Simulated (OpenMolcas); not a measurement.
# HF/6-311++G(3df,3pd) run of BH3Cl− (SMILES [H][B-]([H])([H])Cl), part 2 of 2

OpenMolcas 26.06. Earlier steps stand in the parts before.

## (3) The charge distribution at HF/6-311++G(3df,3pd) (PCM heptane)

test.inp

```
* BClH3 Hartree-Fock

&GATEWAY
  BASLIB=$CurrDir
  BASISSET
  B.6-311ppG3df3pd....
  B1 -0.001280 0.001630 -0.167010 angstrom
  End of Basis
  BASISSET
  Cl.6-311ppG3df3pd....
  Cl2 0.013600 -0.021140 1.707330 angstrom
  End of Basis
  BASISSET
  H.6-311ppG3df3pd....
  H3 1.152300 0.011380 -0.522240 angstrom
  H4 -0.586640 1.005700 -0.497000 angstrom
  H5 -0.577980 -0.997580 -0.521080 angstrom
  End of Basis
  RF-INPUT
  PCM-Model
  Solvent=heptane
  End of RF-Input

&SEWARD

&SCF
  CHARGE=-1
  PRORBITALS=0

&LOCALISATION
  BOYS
```

The basis set 6-311++G(3df,3pd) is read from a file made from the Basis Set Exchange's data (not shown).

Run with:

```console
$ export MOLCAS_MEM=1860
$ pymolcas test.inp > test.log
```

Output:

```text
--- Start Module: gateway ---

                                              &GATEWAY

                       available to each process: 1.9 GB of memory, 1 thread

 Basis Set     1 Label: B.6-311PPG3DF3PD....
 Basis set is read from library:.
 basistype.tbl is not found

 Basis Set     2 Label: CL.6-311PPG3DF3PD....
 Basis set is read from library:.
 basistype.tbl is not found

 Basis Set     3 Label: H.6-311PPG3DF3PD....
 Basis set is read from library:.
 basistype.tbl is not found

++    Symmetry information:
      ---------------------

                    Character Table for C1

                             E
                    a        1  x, y, xy, Rz, z, xz, Ry, yz, Rx, I
--

++    Basis set information:
      ----------------------

      Basis set label: B.6-311PPG3DF3PD.........

      Electronic valence basis set:
      ------------------
      Associated Effective Charge   5.000000 au
      Associated Actual Charge      5.000000 au
      Nuclear Model: Point charge

      Shell  nPrim  nBasis  Cartesian Spherical Contaminant
         s      12       5        X
         p       6       4        X
         d       3       3                 X
         f       1       1                 X

      Basis set label: CL.6-311PPG3DF3PD.........

      Electronic valence basis set:
      ------------------
      Associated Effective Charge  17.000000 au
      Associated Actual Charge     17.000000 au
      Nuclear Model: Point charge

      Shell  nPrim  nBasis  Cartesian Spherical Contaminant
         s      13       7        X
         p      10       6        X
         d       3       3                 X
         f       1       1                 X

      Basis set label: H.6-311PPG3DF3PD.........

      Electronic valence basis set:
      ------------------
      Associated Effective Charge   1.000000 au
      Associated Actual Charge      1.000000 au
      Nuclear Model: Point charge

      Shell  nPrim  nBasis  Cartesian Spherical Contaminant
         s       6       4        X
         p       3       3        X
         d       1       1                 X
--

++    Molecular structure info:
      -------------------------

                    ************************************************
                    **** Cartesian Coordinates / bohr, angstrom ****
                    ************************************************

     Center  Label                x              y              z                     x              y              z
        1      B1              -0.002419       0.003080      -0.315603             -0.001280       0.001630      -0.167010
        2      CL2              0.025700      -0.039949       3.226386              0.013600      -0.021140       1.707330
        3      H3               2.177531       0.021505      -0.986891              1.152300       0.011380      -0.522240
        4      H4              -1.108589       1.900498      -0.939194             -0.586640       1.005700      -0.497000
        5      H5              -1.092224      -1.885153      -0.984698             -0.577980      -0.997580      -0.521080

                    ***************************************
                    *    InterNuclear Distances / bohr    *
                    ***************************************

               1 B1            2 CL2           3 H3            4 H4            5 H5
    1 B1       0.000000
    2 CL2      3.542362        0.000000
    3 H3       2.281041        4.731369        0.000000
    4 H4       2.283127        4.733286        3.785693        0.000000
    5 H5       2.280524        4.731571        3.785056        3.785959        0.000000

                    *******************************************
                    *    InterNuclear Distances / angstrom    *
                    *******************************************

               1 B1            2 CL2           3 H3            4 H4            5 H5
    1 B1       0.000000
    2 CL2      1.874537        0.000000
    3 H3       1.207075        2.503733        0.000000
    4 H4       1.208179        2.504747        2.003303        0.000000
    5 H5       1.206801        2.503840        2.002965        2.003443        0.000000

                    **************************************
                    *    Valence Bond Angles / degree    *
                    **************************************
                          Atom centers                 Phi
                      3 H3       1 B1       4 H4       112.08
                      3 H3       1 B1       5 H5       112.15
                      4 H4       1 B1       5 H5       112.11
--

            Nuclear Potential Energy             42.13972143 au

--- Stop Module: gateway /rc=_RC_ALL_IS_WELL_ ---

--- Start Module: seward ---

                                              &SEWARD

                       available to each process: 1.9 GB of memory, 1 thread

               SEWARD will generate:
                  Multipole Moment integrals up to order  2
                  Kinetic Energy integrals
                  Nuclear Attraction integrals (point charge)
                  One-Electron Hamiltonian integrals
                  Velocity integrals
                  Reaction Field integrals (PCM)
                  Orbital angular momentum around (  0.0173  -0.0271   2.1717 )
                  Velocity quadrupole around (  0.0173  -0.0271   2.1717 )
                  Two-Electron Repulsion integrals

                   Integrals are discarded if absolute value <: 1.00E-14
                   Integral cutoff threshold is set to       <: 1.00E-16

            Nuclear Potential Energy             42.13972143 au

[... 28 lines left out ...]
      Nuclear repulsion energy =   42.13972143
[... 49 lines left out ...]
++ Convergence information
                                   SCF        iterations: Energy and convergence statistics
[... 21 lines left out ...]
       Convergence after  13 Iterations
[... 3 lines left out ...]
 *                                             SCF/KS-DFT Program, Final results                                             *
 *                                                       Final Results                                                       *
[... 36 lines left out ...]
      Dipole Moment (debye):
[... 27 lines left out ...]
 Convergence threshold:   1.0000E-06 (functional)
 Convergence threshold:   1.0000E-02 (gradient)
[... 9 lines left out ...]
      Title: Final localised MO's
[... 84 lines left out ...]
   64    1.6288    0.0000         32 B1     3d2+   ( 1.032),    89 H3     1s     (-1.944),   125 H5     1s     ( 0.993),
[... 12 lines of this table left out ...]
   70    2.0980    0.0000          7 B1     2px    ( 0.846),    88 H3     1s     (-1.451),    89 H3     1s     (-1.041),   106 H4     1s     ( 1.563),
                                 107 H4     1s     ( 1.119),

   71    2.0980    0.0000         88 H3     1s     (-0.977),   124 H5     1s     ( 1.748),   125 H5     1s     ( 1.259),

   72    2.1622    0.0000          4 B1     1s     (-8.343),

   73    2.2178    0.0000          8 B1     2px    ( 2.863),    12 B1     2py    ( 3.522),    89 H3     1s     (-2.684),   124 H5     1s     ( 2.159),
                                 125 H5     1s     ( 4.193),

   74    2.2180    0.0000          8 B1     2px    ( 3.521),    12 B1     2py    (-2.855),    89 H3     1s     (-3.292),   106 H4     1s     ( 2.034),
                                 107 H4     1s     ( 3.952),

   75    2.2716    0.0000          4 B1     1s     (-8.840),

   76    2.5245    0.0000         89 H3     1s     (-0.876),   107 H4     1s     ( 1.205),   116 H4     2pz    (-0.669),
[... 24 lines of this table left out ...]
   88    2.8497    0.0000         11 B1     2py    ( 1.756),    12 B1     2py    ( 1.884),    88 H3     1s     ( 1.614),   106 H4     1s     (-3.118),
                                 107 H4     1s     (-1.565),

   89    2.8500    0.0000          7 B1     2px    ( 1.755),     8 B1     2px    ( 1.876),    88 H3     1s     (-2.667),   124 H5     1s     ( 2.731),

   90    2.9045    0.0000         33 B1     4f3-   ( 1.222),    95 H3     2py    (-0.777),   110 H4     2px    ( 0.666),   128 H5     2px    (-0.674),
[... 8 lines of this table left out ...]
   94    3.1059    0.0000          4 B1     1s     (-3.581),     5 B1     1s     ( 3.647),    89 H3     1s     ( 2.300),   107 H4     1s     ( 2.278),
                                 125 H5     1s     ( 2.294),

   95    3.1818    0.0000          7 B1     2px    ( 2.905),     8 B1     2px    ( 3.076),    11 B1     2py    ( 2.425),    12 B1     2py    ( 2.569),
                                  88 H3     1s     (-2.870),    89 H3     1s     (-3.016),   124 H5     1s     ( 3.491),   125 H5     1s     ( 3.679),

[... 7 lines of this table left out ...]
                                 121 H4     3d1+   ( 0.326),   122 H4     3d2+   (-0.365),   136 H5     3d2-   ( 0.221),   139 H5     3d1+   (-0.307),
                                 140 H5     3d2+   ( 0.371),

   99    3.6729    0.0000          8 B1     2px    (-0.762),    12 B1     2py    ( 0.479),    37 B1     4f1+   (-0.406),    89 H3     1s     ( 0.531),
                                 102 H3     3d0    ( 0.385),   107 H4     1s     (-0.557),   120 H4     3d0    (-0.417),   139 H5     3d1+   ( 0.410),

[... 6 lines of this table left out ...]
  102    3.9755    0.0000          7 B1     2px    (-1.455),    11 B1     2py    ( 2.245),    12 B1     2py    ( 1.159),    88 H3     1s     ( 1.200),
                                 106 H4     1s     (-2.203),

  103    3.9761    0.0000          7 B1     2px    ( 2.254),     8 B1     2px    ( 1.188),    11 B1     2py    ( 1.466),    88 H3     1s     (-1.874),
                                 124 H5     1s     ( 1.985),

  104    4.1106    0.0000          4 B1     1s     ( 0.675),     5 B1     1s     (-0.342),    15 B1     2pz    ( 0.684),    16 B1     2pz    (-0.385),
                                  39 B1     4f3+   (-0.591),    89 H3     1s     (-0.375),   103 H3     3d1+   ( 0.378),   104 H3     3d2+   ( 0.453),
                                 107 H4     1s     (-0.391),   118 H4     3d2-   (-0.386),   136 H5     3d2-   ( 0.398),
[... 14 lines of this table left out ...]
                                  34 B1     4f2-   ( 0.795),    88 H3     1s     ( 0.826),   106 H4     1s     (-1.417),   113 H4     2py    ( 0.816),
                                 119 H4     3d1-   (-0.790),

  111    4.6637    0.0000          7 B1     2px    ( 1.423),    11 B1     2py    ( 0.993),    22 B1     3d1-   (-1.066),    28 B1     3d1+   (-1.529),
                                  38 B1     4f2+   (-0.770),    88 H3     1s     (-1.165),    92 H3     2px    ( 0.793),   124 H5     1s     ( 1.286),

[... 24 lines of this table left out ...]
  121    5.9840    0.0000         12 B1     2py    ( 2.256),    89 H3     1s     ( 1.390),   106 H4     1s     (-1.645),   107 H4     1s     (-2.772),
                                 125 H5     1s     ( 1.404),

  122    5.9844    0.0000          7 B1     2px    ( 1.336),     8 B1     2px    ( 2.254),    12 B1     2py    ( 1.306),    88 H3     1s     (-1.429),
                                  89 H3     1s     (-2.407),   124 H5     1s     ( 1.426),   125 H5     1s     ( 2.401),

[... 11 lines of this table left out ...]
                                  98 H3     2pz    (-0.495),   106 H4     1s     (-0.649),   107 H4     1s     (-0.925),   115 H4     2pz    (-0.939),
                                 116 H4     2pz    ( 0.831),

  128    9.1550    0.0000          8 B1     2px    ( 0.892),    12 B1     2py    ( 0.703),    88 H3     1s     (-0.520),    89 H3     1s     (-0.740),
                                  97 H3     2pz    (-0.740),    98 H3     2pz    ( 0.652),   124 H5     1s     ( 0.614),   125 H5     1s     ( 0.871),
                                 133 H5     2pz    ( 0.865),   134 H5     2pz    (-0.762),

  129    9.2028    0.0000          5 B1     1s     (-1.069),    16 B1     2pz    (-1.136),    45 CL2    1s     ( 0.665),    97 H3     2pz    ( 0.754),
                                  98 H3     2pz    (-0.721),   115 H4     2pz    ( 0.744),   116 H4     2pz    (-0.710),   133 H5     2pz    ( 0.757),
                                 134 H5     2pz    (-0.724),

  130    9.3025    0.0000          7 B1     2px    ( 0.537),     8 B1     2px    ( 1.061),    31 B1     3d2+   ( 0.781),    88 H3     1s     (-0.693),
                                  89 H3     1s     (-0.781),   109 H4     2px    (-0.664),   110 H4     2px    ( 0.720),   127 H5     2px    (-0.789),
                                 128 H5     2px    ( 0.814),

  131    9.3027    0.0000         11 B1     2py    ( 0.537),    12 B1     2py    ( 1.062),    19 B1     3d2-   (-0.782),    94 H3     2py    (-0.990),
                                  95 H3     2py    ( 0.963),   106 H4     1s     (-0.555),   107 H4     1s     (-0.626),   109 H4     2px    (-0.546),
                                 124 H5     1s     ( 0.646),   125 H5     1s     ( 0.728),
[... 5 lines of this table left out ...]
  133   10.1320    0.0000          7 B1     2px    (-2.682),    11 B1     2py    ( 2.966),    88 H3     1s     ( 2.693),   106 H4     1s     (-3.929),
                                 107 H4     1s     (-2.332),

  134   10.1320    0.0000          7 B1     2px    ( 2.972),    11 B1     2py    ( 2.687),    88 H3     1s     (-2.998),   124 H5     1s     ( 3.832),
                                 125 H5     1s     ( 2.280),

  135   10.9920    0.0000          5 B1     1s     (-3.599),    16 B1     2pz    (-2.197),    42 CL2    1s     (-2.710),    43 CL2    1s     ( 3.316),
                                  44 CL2    1s     (-2.431),    45 CL2    1s     ( 2.777),    46 CL2    1s     ( 2.014),

[... 10 lines of this table left out ...]
  140  219.9000    0.0000         40 CL2    1s     (-1.544),    41 CL2    1s     ( 1.922),    42 CL2    1s     (-1.475),    43 CL2    1s     ( 1.037),

--

--- Stop Module: localisation /rc=_RC_ALL_IS_WELL_ ---

.##################.
.# Happy landing! #.
.##################.

    Timing: Wall=27.99 User=22.34 System=5.62
```

Wall time 29 s (1 thread of Arm Neoverse V2, shared host); peak memory 1.1 GiB.

Atomic charges (e):

| atom | Mulliken |
| --- | --- |
| B1 | +0.553 |
| Cl2 | -0.814 |
| H3 | -0.247 |
| H4 | -0.246 |
| H5 | -0.246 |

## (4) Summary of results

The summary covers parts 1 to 2.

At HF/6-311++G(3df,3pd):

```
                                                           quantity          value
                                            gas phase: total energy  -485.99601 Eh
                                             gas phase: HOMO energy       -5.03 eV
                                             gas phase: LUMO energy        5.26 eV
   gas phase: HOMO–LUMO gap (to an unbound level, set by the basis)       10.29 eV
                                         PCM, heptane: total energy  -486.04088 Eh
                                          PCM, heptane: HOMO energy       -7.52 eV
                                          PCM, heptane: LUMO energy        3.60 eV
PCM, heptane: HOMO–LUMO gap (to an unbound level, set by the basis)       11.12 eV
                   energy change from gas to solvent at fixed shape      -1.221 eV
```

**Reading.** The solvent model (PCM, heptane) lowers the energy by 1.22 eV (−118 kJ/mol) at the same shape. It holds the electrostatic part alone, without cavity or dispersion terms. Mulliken charges (gas phase) run from -0.82 on Cl2 to +0.68 on B1; in a basis this large or diffuse they mean little. Mulliken charges (PCM, heptane) run from -0.81 on Cl2 to +0.55 on B1; in a basis this large or diffuse they mean little.
